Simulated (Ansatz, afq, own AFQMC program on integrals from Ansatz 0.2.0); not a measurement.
AFQMC on a folder of integrals that Ansatz 0.2.0 wrote.

```yaml
crystal:
  periodic: [false, false, false]
  atoms:
    - {symbol: H, position_ang: [0.000000, 0.000000, -1.097000]}
    - {symbol: H, position_ang: [0.000000, 0.000000, -0.217000]}
    - {symbol: Cl, position_ang: [0.000000, 0.000000, 1.314000]}
basis:
  gaussian: {orbitals: cc-pVTZ}
magnetization: {spin_polarized: true, initial_magnetization: 1}
correlation: {method: ccsd_t, electrons: outside_noble_gas, hamiltonian_folder: ham}
```

```sh
$ ansatz run in.yaml --threads 1 --pin off --events-out ev --progress --plain --max-ram 16896MiB --backend cuda --devices 0, --max-vram 18GiB
```

Options of the walk:

```
--method phaseless --trial cisd --walkers 4000 --populations 20 --least-time 60 --time-step 0.005 --steps-per-block 50 --equilibration-blocks 28 --max-blocks 4000 --target-error 0.00018 --factor-cut 1e-05 --start spin_pure --seed 6851 --release-times 0.24,0.51,0.99,1.62,2.4 --release-step 0.03 --release-every 3 --taylor-order 6
```

Times are imaginary, in 1/Eh. The walk had a cap of 192 s. With eight or more populations the least sampling time is a fifth of least-time, and the error comes from their spread.

afq prints:

```
orbitals 57  electrons 5 4  factors 341 of 349
reference energy -460.58566762 Eh
CCSD correlation -0.23564101 Eh in 10 cycles, weight of the determinant in the CISD state 0.9053
energy of the start -460.819772 Eh
 block  time / (1/Eh)  mean weight  energy / Eh
     1     0.250  1.0001  -460.819360
     2     0.500  0.9999  -460.822466
     3     0.750  0.9998  -460.824844
     4     1.000  0.9996  -460.827203
     5     1.250  1.0000  -460.827922
    12     3.000  1.0001  -460.830238
    19     4.750  1.0003  -460.830216
    26     6.500  1.0005  -460.830742
    27     6.750  1.0000  -460.831065
    33     8.250  1.0001  -460.829801
    40    10.000  1.0002  -460.830416
    47    11.750  0.9996  -460.829655
    53    13.250  0.9999  -460.829102
    54    13.500  0.9999  -460.829775
    61    15.250  1.0000  -460.829680
    68    17.000  1.0000  -460.830099
    75    18.750  0.9997  -460.829698
    78    19.500  0.9997  -460.829782
error from the spread of 20 populations
released: time / (1/Eh)  energy / Eh  error  mean overlap
  0.24  -460.830136  0.000067  0.9973
  0.51  -460.830237  0.000080  0.9966
  0.99  -460.830539  0.000090  0.9894
  1.62  -460.830559  0.000084  0.9819
  2.40  -460.830471  0.000104  0.9772
energy -460.829880 +/- 0.000092 Eh
(rows thinned)
```

The run passed its tests (sampling time, drift between the halves within three errors, error under three times the target), which doesn't prove that it has relaxed.

Against this walk (error 2.5 meV) on the same determinant: CCSD(T) 13.7 meV higher, CCSDT(Q) 15.0 meV lower. The error is statistical and leaves out the bias of the constraint. Released to 2.40 1/Eh the energy lies 16 ± 4 meV (both errors) below the phaseless value, which shows part or all of the bias of the constraint, and CCSDT(Q) lies 1.1 meV above the released value.

Cautions: constraint bias not in the error.

The walk took 42 s on 1 × NVIDIA H100 80GB HBM3 with 2 threads of AMD EPYC 7R13 Processor (Zen 3) (shared host) (the card was shared). The log's last line is the phaseless energy.

CCSDT and higher add their correlation energy to the determinant of the CCSD(T) run, since their own runs factorise the integrals more tightly (a shift of under 2 meV). A walk keeps the symmetry of its determinant, which the program's search chose and which needn't be the lowest solution, so a lower state of the same spin and another symmetry isn't excluded.
